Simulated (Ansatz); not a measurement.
## Boltzmann transport of Al₃Cu₂ at constant τ

Theory: DFT LDA, scalar-relativistic, plane waves, PAW in Ansatz 0.2.0. Plane waves to 420 eV; Γ-centred k mesh 12×12×8; Fermi-Dirac smearing of 0.15 eV. No spin polarisation.

The cell, relaxed at this level:
```yaml
crystal:
  lattice:
    - [4.05811, 0.00000, 0.00000]
    - [-2.02906, 3.51443, 0.00000]
    - [0.00000, 0.00000, 4.93516]
  atoms:
    - { symbol: Al, position: [0.00000, 0.00000, 0.00000] }
    - { symbol: Al, position: [0.33333, 0.66667, 0.35108] }
    - { symbol: Al, position: [0.66667, 0.33333, 0.64892] }
    - { symbol: Cu, position: [0.33333, 0.66667, 0.84202] }
    - { symbol: Cu, position: [0.66667, 0.33333, 0.15798] }
```

In a metal these results depend on the k mesh and the smearing.

Constant relaxation time and rigid bands. The levels are interpolated over the whole zone and filled by a Fermi function at the stated temperature, with the chemical potential set by the electron count. Seebeck coefficients of a few μV/K are small differences and uncertain even in sign.

Task: Give the Drude plasma energies, the density of states at the chemical potential and σ/τ at 300 K.

Result:
```json
{
  "Plasma energy xx, yy, zz": "6.39, 6.39, 5.77 eV",
  "Density of states (thermally broadened)": "1.08 states/eV/cell",
  "Conductivity over τ, xx, yy, zz": "8.3, 8.3, 6.8 ×10²⁰ (Ω·m·s)⁻¹"
}
```

Task: And the Seebeck coefficient (μV/K)?

Result:
```
T (K) Sxx Syy Szz
  300   4.1   4.1  2.9
  600   7.6   7.6  4.3
  900  10.2  10.2  3.9
```

Whether Al3Cu2 exists in this form wasn't checked.